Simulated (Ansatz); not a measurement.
C2H5O, SMILES [CH2]OC, a rigid scan of one bond length

With Ansatz 0.2.0, Python API.

Run as a notebook:

```python
import ansatz as az
import numpy as np
```

```python
SETTINGS = {
    "basis": "def2-SVP",
    "functional": "r2scan",
    "vdw": "d4",
}
```

```python
GEOMETRY = """
C    -0.53510    0.93190   -0.64260
O     0.59530    0.34450   -0.45370
C     0.45400   -0.73640    0.44990
H    -1.39310    0.64880   -0.14730
H    -0.52480    1.79550   -1.36200
H     0.15820   -0.36810    1.44570
H     1.50180   -1.19130    0.57850
H    -0.16410   -1.48200    0.07570
"""

c2h5o = az.Crystal.molecule()
for line in GEOMETRY.strip().splitlines():
    symbol, *xyz = line.split()
    c2h5o = c2h5o.atom(symbol, [float(v) for v in xyz])
```

```python
symbols = [site.symbol for site in c2h5o.cartesian_sites]
start = np.array([site.position_ang for site in c2h5o.cartesian_sites])
axis = (start[2] - start[1]) / np.linalg.norm(start[2] - start[1])
moving = [2, 5, 6, 7]
lengths, energies = [1.2, 1.3, 1.42, 1.56, 1.77, 2.12, 2.55, 3.12], []
for length in lengths:
    xyz = start.copy()
    xyz[moving] += (length - np.linalg.norm(start[2] - start[1])) * axis
    point = az.Crystal.molecule()
    for symbol, place in zip(symbols, xyz):
        point = point.atom(symbol, place.tolist())
    setup = (
        point.calculation()
        .basis(gaussian=SETTINGS["basis"])
        .functional(SETTINGS["functional"], dispersion=SETTINGS["vdw"])
        .spin("collinear", total=1)
    )
    data = setup.run(threads=1).report
    energies.append(data["free_energy_ev"])
    print(f"r = {length:6.3f} A  E = {energies[-1]:.5f} eV  <S^2> = {abs(data['mean_field']['state']['spin_squared']):.3f}")
```

    r =  1.200 A  E = -4193.09456 eV  <S^2> = 0.755
    r =  1.300 A  E = -4194.10041 eV  <S^2> = 0.755
    r =  1.420 A  E = -4194.41680 eV  <S^2> = 0.755
    r =  1.560 A  E = -4194.16596 eV  <S^2> = 0.755
    r =  1.770 A  E = -4193.33045 eV  <S^2> = 0.755
    r =  2.120 A  E = -4192.73766 eV  <S^2> = 0.758
    r =  2.550 A  E = -4193.14750 eV  <S^2> = 0.755
    r =  3.120 A  E = -4193.22569 eV  <S^2> = 0.754

```python
print("energy above the lowest point (eV):", [round(e - min(energies), 3) for e in energies])
```

    energy above the lowest point (eV): [1.322, 0.316, 0.0, 0.251, 1.086, 1.679, 1.269, 1.191]

What to keep in mind:
- Total energies depend on the basis set; only differences at equal settings carry meaning.
- The rest of the molecule is held rigid at a force-field or estimated start geometry, and the basis set is modest; single-reference methods fail as a bond breaks.
- The species is open-shell (spin multiplicity 2).
- Finished in 34 s on 1 thread of Arm Neoverse V1 (shared host), peak memory 0.24 GiB.

(Lines on the test bed's own set-up are left out of the output.)
